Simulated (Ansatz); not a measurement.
`NC#CCO` and `NC#CN` differ in one atom or group.

Ansatz, PBE0-D4/def2-TZVP geometries, multiplicity 1. Each molecule was computed in one conformer, which needn't be the lowest.

```
                                          property  `NC#CCO`
    size of the dipole moment (PBE/def2-TZVPP) / D      3.27
                HOMO energy (PBE0/def2-TZVPP) / eV     -6.51
    zero-point energy (PBE0-D4/def2-TZVP) / kJ/mol     207.2
  size of the dipole moment (B3LYP/def2-TZVPP) / D      3.29
              HOMO–LUMO gap (PBE0/def2-TZVPP) / eV      7.24
size of the dipole moment (ωB97M-V/def2-TZVPP) / D      3.24
```

**Question.** What does the change do to each property? (Best estimate.)

**Answer.** The calculation gave: 
```tsv
property	`NC#CN`	shift
size of the dipole moment (PBE/def2-TZVPP) / D	1.20	-2.07
HOMO energy (PBE0/def2-TZVPP) / eV	-5.99	0.52
zero-point energy (PBE0-D4/def2-TZVP) / kJ/mol	164.5	-42.7
size of the dipole moment (B3LYP/def2-TZVPP) / D	1.24	-2.05
HOMO–LUMO gap (PBE0/def2-TZVPP) / eV	7.04	-0.20
size of the dipole moment (ωB97M-V/def2-TZVPP) / D	1.26	-1.98
```

With PBE0 the HOMO rises by 0.52 eV and the LUMO rises by 0.33 eV, so the gap narrows by about 0.19 eV. PBE moves the HOMO by 0.53 eV and ωB97M-V by 0.50 eV. The zero-point energy changes by -42.7 kJ/mol with -6 modes. Dipoles are sizes alone; their direction can turn.

B3LYP here is the variant with VWN-RPA as its local correlation; programs differ in this.
